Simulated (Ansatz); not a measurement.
Results of PBE (PAW; Ansatz, a first-principles code) for rutile TiO₂.

Settings: plane-wave cutoff 520 eV, 6×6×8 k mesh (along the axes of the cell as run), no spin polarisation, scalar-relativistic PAW data made under PBE.

Cell (relaxed at this level):

```
CELL_PARAMETERS angstrom
      4.64354     0.00000     0.00000
      0.00000     4.64354     0.00000
      0.00000     0.00000     2.96385
ATOMIC_POSITIONS crystal
  Ti 0.00000 0.00000 0.00000
  Ti 0.50000 0.50000 0.50000
  O  0.30514 0.30514 0.00000
  O  0.80514 0.19486 0.50000
  O  0.19486 0.80514 0.50000
  O  0.69486 0.69486 0.00000
```

**Question.** Predict the Poisson ratio, elastic constant C44, polycrystal shear modulus (Hill average), elastic constant C13, elastic constant C12, elastic constant C11, elastic constant C33 and elastic constant C66.

**Answer.** 
Poisson ratio: 0.277
elastic constant C44: 115 GPa
polycrystal shear modulus (Hill average): 109 GPa
elastic constant C13: 148 GPa
elastic constant C12: 169 GPa
elastic constant C11: 257 GPa
elastic constant C33: 473 GPa
elastic constant C66: 211 GPa

Measured, for comparison: elastic constant C44 124 GPa, elastic constant C13 147 GPa, elastic constant C12 175 GPa, elastic constant C11 268 GPa, elastic constant C33 484 GPa, elastic constant C66 190 GPa (room temperature, no zero-point or thermal correction; as tabulated in Elasticity of TiO2 rutile to 1800 K). Computed (rounded) less measured: elastic constant C44 -7 %, elastic constant C13 +0.7 %, elastic constant C12 -3 %, elastic constant C11 -4 %, elastic constant C33 -2 %, elastic constant C66 +11 %.

Elastic constants are with the ions relaxed.

Static lattice: no zero-point or thermal effects.

Computing time: very roughly 5 core-minutes.
